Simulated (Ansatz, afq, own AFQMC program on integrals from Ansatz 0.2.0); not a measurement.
GaBr⁻, quartet: AFQMC among the cluster methods

```xyz
2

Ga    0.0000    0.0000    0.0000
Br    0.0000    0.0000    4.5730
```

Basis aug-cc-pVDZ. Noble-gas cores (and the filled d shells of Ga–Kr and In–Xe) are frozen. Ansatz 0.2.0 and our own AFQMC program on the same integrals; the CISD trial comes from CCSD amplitudes, and released means the phaseless constraint is let go. ± is one standard error of the sampling. No spin–orbit coupling.

Determinant: UHF, the one that the program's search chose, which needn't be the lowest solution. The geometry is a point of a scan.

No full CI on the walks' own integrals is used here; CCSDT(Q) serves as the reference and is uncertain by about the last step of the cluster series.

Cautions: no relativity below Rb; no spin-orbit coupling; inner d shell frozen; lower spins were not checked.

The T1 diagnostic is 0.0375, the weight of the determinant in the CISD state is 0.853 and the ⟨S²⟩ of the determinant is 3.770. The size of the correlated space is 11 electrons in 44 orbitals.

Reference: CCSDT(Q), correlation energy -4.753 eV. The released energy is read at 1.62 1/Eh, later times being too noisy (meV from the phaseless value at times in 1/Eh: -20 ± 19 at 0.24, -20 ± 20 at 0.51, -18 ± 14 at 0.99, -44 ± 22 at 1.62, -56 ± 32 at 2.40).

```
         level  E − E(reference) (mEh)  share of correlation (%)
            HF                  174.67                      0.00
           MP2                   35.73                     79.55
          CCSD                    4.97                     97.15
       CCSD(T)                    1.39                     99.21
         CCSDT                    0.28                     99.84
   ph-AFQMC/HF             6.49 ± 1.53                     96.29
 ph-AFQMC/CISD             1.18 ± 0.52                     99.32
released AFQMC            -0.45 ± 0.79                    100.26
```

Released energies are given only where the last usable release times agree within the noise; a slower fall can still hide under it.
